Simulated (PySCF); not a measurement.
# CH7AlSi: the cost of one run

Programs: PySCF 2.14.0, with density-fitted response routines of our own. Each step states its level of theory. These are calculated values for one molecule in the gas phase, unless marked as measured. Atoms count from 0, in the outputs and in this text.

### 1 Starting geometry

10 atoms, charge 0, multiplicity 1; geometry from: GFN2-xTB. The atoms were then displaced at random by about 0.01 Å, so the start is not that level's minimum.

Bonds of the start (Å): Al0–C1 1.99, C1–Si2 1.92, Al0–H3 1.56, Al0–H4 1.57, C1–H5 1.10, C1–H6 1.10, Si2–H7 1.44, Si2–H8 1.46, Si2–H9 1.49.

### 2 Geometry optimisation at PBE0-D3(BJ)/def2-SVP

Job settings and geometry (Å):

```
{"job": {"xc": "PBE0", "basis": "def2-SVP", "d3": "d3bj", "grid": 1, "shake": 0.01, "kind": "geom"}, "charge": 0, "multiplicity": 1}
Al     1.757120     0.404100    -0.053600
C      0.117860    -0.731590    -0.060590
Si    -1.435680     0.117740     0.685480
H      3.232170    -0.084810     0.006310
H      1.643570     1.972630    -0.110760
H     -0.139400    -1.050650    -1.077330
H      0.325550    -1.655130     0.502090
H     -2.573100    -0.746510     0.537760
H     -1.691310     1.400330     0.042520
H     -1.186350     0.352960     2.135830
```

The run is started by

```console
OMP_NUM_THREADS=1 python probes_run.py task.json out
```

One launch serves the whole session: the jobs run in the order shown.

**Question.** How long does this first job take on 1 thread of Arm Neoverse V1, shared host, and how much memory does it need?

About 41 s, with a peak of 0.36 GiB.
